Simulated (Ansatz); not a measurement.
# C3H9P: a ladder of functionals and wavefunction methods

An exercise on one series of results from a longer session: the logs are not shown, and one member is left open.

Method: functionals in def2-TZVPP, the program's frozen cores in correlated methods; program: Ansatz 0.2.0, Gaussian basis.

Plan: LDA (SPW92), PBE-D4, revPBE-D4, BLYP-D4, r2SCAN-D4, B97M-V, PBE0-D4, B3LYP-D4, r2SCANh-D4, r2SCAN0-D4, HSE06-D4, BHLYP-D4, CAM-B3LYP-D4, LC-ωPBE, ωB97X-V, ωB97M-V, B2PLYP, PBE-QIDH; CCSD(T)/def2-SVP; CCSD(T)/def2-TZVPP; MP2/def2-QZVPP; extrapolation to the limit; RPA on PBE.

## The relaxed structure

All runs share one geometry, relaxed beforehand with PBE0-D4 in a triple-zeta def2 set.

SMILES `CP(C)C`, 13 atoms, charge 0, spin multiplicity 1.

Atoms are counted from 1 here; the program's logs count them from 0.

Bond lengths: C1–P2 1.839 Å, C1–H5 1.092 Å, C1–H6 1.092 Å, C1–H7 1.094 Å, P2–C3 1.839 Å, P2–C4 1.839 Å, C3–H8 1.094 Å, C3–H9 1.092 Å, C3–H10 1.092 Å, C4–H11 1.092 Å, C4–H12 1.092 Å, C4–H13 1.094 Å. Angles: P2–C1–H5 109.5°, P2–C1–H6 109.5°, P2–C1–H7 112.3°, H5–C1–H6 107.6°, H5–C1–H7 108.9°, H6–C1–H7 108.9°, C1–P2–C3 99.4°, C1–P2–C4 99.4°, C3–P2–C4 99.3°, P2–C3–H8 112.3°, P2–C3–H9 109.5°, P2–C3–H10 109.5°, H8–C3–H9 108.9°, H8–C3–H10 108.9°, H9–C3–H10 107.6°, P2–C4–H11 109.5°, P2–C4–H12 109.5°, P2–C4–H13 112.3° and more.

Coordinates:

```xyz
13
charge 0, multiplicity 1
C    -0.5080    1.4244   -0.5803
P     0.6438   -0.0073   -0.6577
C     1.1898   -0.0469    1.0981
C    -0.5811   -1.3787   -0.6206
H    -1.0477    1.5102   -1.5259
H     0.0630    2.3448   -0.4404
H    -1.2331    1.3304    0.2340
H     0.3467   -0.0316    1.7956
H     1.7796   -0.9487    1.2765
H     1.8314    0.8136    1.3003
H    -0.0588   -2.3320   -0.5152
H    -1.1290   -1.4041   -1.5652
H    -1.2966   -1.2742    0.2008
```

The first run:

in.yaml

```yaml
crystal:
  periodic: [false, false, false]
  atoms:
    - {symbol: C, position_ang: [-0.508017, 1.424414, -0.580288]}
    - {symbol: P, position_ang: [0.643800, -0.007311, -0.657706]}
    - {symbol: C, position_ang: [1.189832, -0.046877, 1.098088]}
    - {symbol: C, position_ang: [-0.581146, -1.378680, -0.620638]}
    - {symbol: H, position_ang: [-1.047750, 1.510229, -1.525888]}
    - {symbol: H, position_ang: [0.063035, 2.344839, -0.440398]}
    - {symbol: H, position_ang: [-1.233065, 1.330447, 0.234016]}
    - {symbol: H, position_ang: [0.346668, -0.031638, 1.795553]}
    - {symbol: H, position_ang: [1.779599, -0.948658, 1.276459]}
    - {symbol: H, position_ang: [1.831356, 0.813573, 1.300334]}
    - {symbol: H, position_ang: [-0.058752, -2.332003, -0.515215]}
    - {symbol: H, position_ang: [-1.128953, -1.404102, -1.565154]}
    - {symbol: H, position_ang: [-1.296609, -1.274233, 0.200837]}
basis:
  gaussian: {orbitals: def2-TZVPP}
hamiltonian: {xc: lda}
output: {orbitals: {seedname: orbitals}}
```

The run is started by

```bash
> ansatz run in.yaml --threads 4 --pin off --events-out ev --progress --plain --max-ram 10444MiB
```

Steps of the session up to this table: LDA; PBE-D4 (GGA); revPBE-D4 (GGA); BLYP-D4 (GGA); r2SCAN-D4 (meta-GGA); B97M-V (meta-GGA); PBE0-D4 (hybrid); B3LYP-D4 (hybrid); r2SCANh-D4 (hybrid); r2SCAN0-D4 (hybrid); HSE06-D4 (hybrid); BHLYP-D4 (hybrid); CAM-B3LYP-D4 (range-separated); LC-ωPBE (range-separated); ωB97X-V (range-separated); ωB97M-V (range-separated); B2PLYP (double hybrid); PBE-QIDH (double hybrid).

One table of the session follows, with a row left open; its other results are not shown here.

It belongs to the step «Frontier levels by functional». 

| functional | HOMO (eV) | LUMO (eV) | gap (eV) |
| --- | --- | --- | --- |
| LDA (SPW92) | -5.27 | 0.22 | 5.49 |
| PBE-D4 | -5.19 | 0.41 | 5.59 |
| revPBE-D4 | -5.15 | 0.50 | 5.65 |
| BLYP-D4 | -5.08 | 0.40 | 5.48 |
| r2SCAN-D4 | -5.38 | 0.99 | 6.36 |
| B97M-V | -5.48 | 0.52 | 6.00 |
| PBE0-D4 | -6.30 | 1.18 | 7.49 |
| B3LYP-D4 | -6.13 | 0.85 | 6.99 |
| r2SCANh-D4 | -5.80 | 1.29 | 7.08 |
| r2SCAN0-D4 | -6.43 | 1.69 | 8.12 |
| HSE06-D4 | -5.91 | 0.82 | 6.72 |
| BHLYP-D4 | ? | ? | ? |
| CAM-B3LYP-D4 | -7.63 | 1.94 | 9.57 |
| LC-ωPBE | -8.93 | 3.23 | 12.16 |
| ωB97X-V | -8.61 | 3.00 | 11.62 |
| ωB97M-V | -8.48 | 2.61 | 11.09 |

Q: Estimate the row for BHLYP-D4 from the others.

Worked estimate for «HOMO (eV)». Against the share of exact exchange, BLYP-D4 (0, -5.08), B3LYP-D4 (0.2, -6.13) give a slope of -5.25 per unit share; at 0.5 the line stands at -7.70.

The run gave: HOMO (eV): -7.35; LUMO (eV): 1.77; gap (eV): 9.11. In «HOMO (eV)» the line misses by -0.35.
